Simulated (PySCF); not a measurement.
**Removing an electron from C2H6S2**

Compound: C2H6S2.
Structure used (PBE0-D3(BJ)/def2-SVP), in Å, numbered top down from 1:
```xyz
10
C2H6S2 angstrom
C      1.8604   -0.0111   -0.1989
S      0.8578    0.2660    1.2850
S     -0.7853    1.2472    0.5286
C     -1.8665   -0.1220    0.0396
H      2.7747   -0.5228    0.1387
H      2.1320    0.9430   -0.6704
H      1.3402   -0.6555   -0.9214
H     -1.4151   -0.7260   -0.7601
H     -2.1074   -0.7568    0.9029
H     -2.7904    0.3387   -0.3421
```

The species is `CSSC` (C2H6S2).

Level: wB97X-D/def2-SVPD (PySCF). Frontier orbitals with their largest atomic shares (Löwdin; up to four atoms above 4 %):

| orbital | ε (eV) | main atoms |
| --- | --- | --- |
| HOMO−3 | -12.15 | S2 30 %, S3 30 %, C1 14 %, C4 14 % |
| HOMO−2 | -10.92 | S3 37 %, S2 37 %, C4 8 %, C1 8 % |
| HOMO−1 | -8.78 | S2 39 %, S3 39 %, C1 8 %, C4 8 % |
| HOMO | -8.65 | ? |
| LUMO | 1.16 | S2 43 %, S3 43 % |
| LUMO+1 | 2.18 | S3 22 %, S2 22 %, C4 12 %, C1 12 % |
| LUMO+2 | 2.33 | S2 33 %, S3 33 %, C1 7 %, C4 7 % |

Q: What vertical ionisation energy does ΔSCF give, and how far is −ε(HOMO) from it?

A: ΔSCF: 8.98 eV (867 kJ/mol; threshold wavelength 138 nm); ⟨S²⟩ of the doublet left behind is 0.756, against 0.75 for a pure doublet. −ε(HOMO) is 8.65 eV, 0.33 eV below it. In exact Kohn–Sham theory the two would be equal; wB97X-D (range-separated hybrid) falls short of its own ΔSCF value by 4 %.

Q: On which atoms does the HOMO lie?

A: S3 (disulfide sulfur) 40 %, S2 (disulfide sulfur) 40 %, C4 (S-methyl carbon) 7 %, C1 (S-methyl carbon) 7 %. The HOMO−1 lies 0.13 eV lower.

Q: Shift the occupied levels rigidly so that −ε(HOMO) equals the ΔSCF value. What binding energies result?

A: The shift is +0.33 eV: HOMO 8.98, HOMO−1 9.11, HOMO−2 11.25, HOMO−3 12.48 eV. A rigid shift is only a rough guide to the deeper ionisations.

Q: How many of the 10 lowest singlet excitations (vertical TDDFT, same level) lie below the ionisation energy?

A: All 10; they run from 4.84 to 7.67 eV.

Geometry: PBE0-D3(BJ)/def2-SVP, one conformer, isolated molecule.
